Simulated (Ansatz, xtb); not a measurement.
**C4H5N: 3 structures ranked**

3 gas-phase structures of C4H5N, from a drawn sample of its isomers (lower ones may exist). Each was relaxed with GFN2-xTB:

A. `C/C=C\C#N`, a singlet
B. `C/C=C/C#N`, a singlet
C. `C=C(C)C#N`, a singlet

Problem. Estimate their order in r2SCAN-D4/def2-SVP//GFN2-xTB energy at these geometries, lowest first.

Solution. Calculated order at r2SCAN-D4/def2-SVP//GFN2-xTB: A (0.0), B (0.5), C (1.9) kcal/mol. Less than 1 kcal/mol parts A and B, so the order within that pair means little.

Energies above the lowest of each column, in kcal/mol; the last columns are at r2SCAN-D4/def2-SVP geometries:

| structure | GFN2-xTB | HF/STO-3G | r2SCAN-D4/def2-SVP//GFN2-xTB | r2SCAN-D4/def2-SVP | CCSD(T)/def2-SVP + ΔMP2/def2-TZVPP |
| --- | --- | --- | --- | --- | --- |
| A | 0.1 | 0.2 | 0.0 | 0.0 | 0.0 |
| B | 0.0 | 0.0 | 0.5 | 0.6 | 0.5 |
| C | 1.3 | 1.1 | 1.9 | 2.0 | 0.5 |

Every level run on A puts it lowest or level with the lowest. ΔMP2 is the change of the MP2 energy from the smaller to the larger basis.

Programs: Ansatz 0.2.0, xtb 6.7.1.
